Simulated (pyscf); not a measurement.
PySCF, gas phase, ωB97X-D3(BJ)/def2-SVP geometries.

### Question
Estimate by transition-state theory the rate constant of [O=Si–OH]• + hydrogen (H₂) → HO–Si:–OH [singlet] + H atom (H•) (doublet surface; H–H broken, H–O formed) at 600 K, with ωB97M-D3(BJ)/def2-TZVP energies (ideal gas, 1 atm, RRHO with modes under 100 cm⁻¹ raised to 100, one conformer, R ln 2 for chiral ones without a mode under 150 cm⁻¹; no tunnelling).

### Answer
The electronic barrier is 18.7 kcal/mol and the thermal terms add +14.0, so ΔG‡ = 32.7 kcal/mol. With k_BT/h = 1.25e+13 s⁻¹ and RT = 1.192 kcal/mol, and a volume of 8.18e-20 cm³ per molecule at 1 atm, k = 1.2e-18 cm³ molecule⁻¹ s⁻¹. Wigner's tunnelling factor for 1764i cm⁻¹ would be 1.75, likely too low at so high a frequency. A shift of 1 kcal/mol in the barrier changes k by a factor 2.3. This is the saddle that the search found; another between the same sides may lie lower. The angle at the transferred H is 171°.
